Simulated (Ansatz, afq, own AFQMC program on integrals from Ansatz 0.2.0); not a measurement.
Integrals from Ansatz 0.2.0, then the random walk in our own AFQMC program (afq).

```yaml
crystal:
  periodic: [false, false, false]
  atoms:
    - {symbol: C, position_ang: [0.000000, -0.065420, 0.014069]}
    - {symbol: H, position_ang: [0.000000, 0.430507, -1.177878]}
    - {symbol: H, position_ang: [0.000000, 0.349048, 1.010230]}
basis:
  gaussian: {orbitals: cc-pVDZ}
magnetization: {spin_polarized: true, initial_magnetization: 2}
correlation: {method: ccsd_t, electrons: outside_noble_gas, hamiltonian_folder: ham}
```

```sh
$ ansatz run in.yaml --threads 1 --pin off --events-out ev --progress --plain --max-ram 1382MiB
```

afq runs on the folder ham with

```
--method phaseless --trial cisd --walkers 110 --populations 1 --least-time 40 --time-step 0.005 --steps-per-block 50 --equilibration-blocks 28 --max-blocks 300 --target-error 0.00029 --factor-cut 1e-05 --start spin_pure --seed 6325 --release-times 0.24,0.5,1,1.5 --release-step 0.02 --release-every 4 --taylor-order 6
```

Times are imaginary, in 1/Eh. The walk had a cap of 505 s.

afq prints:

```
orbitals 23  electrons 4 2  factors 162 of 221
reference energy -38.90435908 Eh
CCSD correlation -0.11706073 Eh in 10 cycles, weight of the determinant in the CISD state 0.9442
energy of the start -39.021185 Eh
 block  time / (1/Eh)  mean weight  energy / Eh
     1     0.250  0.9998  -39.020932
     2     0.500  1.0019  -39.021495
     3     0.750  1.0009  -39.021806
     4     1.000  0.9999  -39.023253
     5     1.250  1.0001  -39.022756
     7     1.750  1.0001  -39.024102
     9     2.250  1.0003  -39.024939
    13     3.250  0.9995  -39.023956
    21     5.250  0.9993  -39.023202
    29     7.250  0.9993  -39.024704
    37     9.250  0.9984  -39.022979
    45    11.250  0.9993  -39.023417
    53    13.250  1.0006  -39.023056
    61    15.250  1.0000  -39.025234
    69    17.250  1.0005  -39.024642
    77    19.250  0.9997  -39.023031
    85    21.250  1.0007  -39.024704
    93    23.250  1.0004  -39.025861
   101    25.250  0.9995  -39.023699
   109    27.250  1.0010  -39.024156
   117    29.250  0.9997  -39.023717
   125    31.250  1.0014  -39.024149
   129    32.250  0.9993  -39.022601
   133    33.250  0.9992  -39.024371
   141    35.250  1.0000  -39.024004
   149    37.250  0.9996  -39.024046
   157    39.250  1.0023  -39.024365
   165    41.250  0.9998  -39.023623
   173    43.250  0.9990  -39.027699
   181    45.250  0.9989  -39.024185
   185    46.250  0.9999  -39.024924
blocks merged  error / Eh  count
     1  0.000068  160
     2  0.000080  80
     4  0.000083  40
     8  0.000078  20
    16  0.000063  10
released: time / (1/Eh)  energy / Eh  error  mean overlap
  0.24  -39.024050  0.000149  0.9938
  0.50  -39.023962  0.000151  0.9918
  1.00  -39.024054  0.000107  0.9908
  1.50  -39.024000  0.000104  0.9916
energy -39.023929 +/- 0.000083 Eh
(rows thinned)
```

The run passed its tests (sampling time, drift between the halves within three errors, error under three times the target), which doesn't prove that it has relaxed.

Against this walk (error 2.3 meV) on the same determinant: CCSD(T) 12.9 meV higher, CCSDT(Q) 2.6 meV lower (within the noise), full CI 3.0 meV lower (within the noise). The error is statistical and leaves out the bias of the constraint. Released to 1.50 1/Eh the energy moves by -2 ± 4 meV (both errors), within twice the noise.

Cautions: constraint bias not in the error; lower spins were not checked.

The walk took 67 s on 1 thread of Intel(R) Xeon(R) 6975P-C (Granite Rapids) (shared host). The log's last line is the phaseless energy.

CCSDT and higher add their correlation energy to the determinant of the CCSD(T) run, since their own runs factorise the integrals more tightly (a shift of under 2 meV). A walk keeps the symmetry of its determinant, which the program's search chose and which needn't be the lowest solution, so a lower state of the same spin and another symmetry isn't excluded.
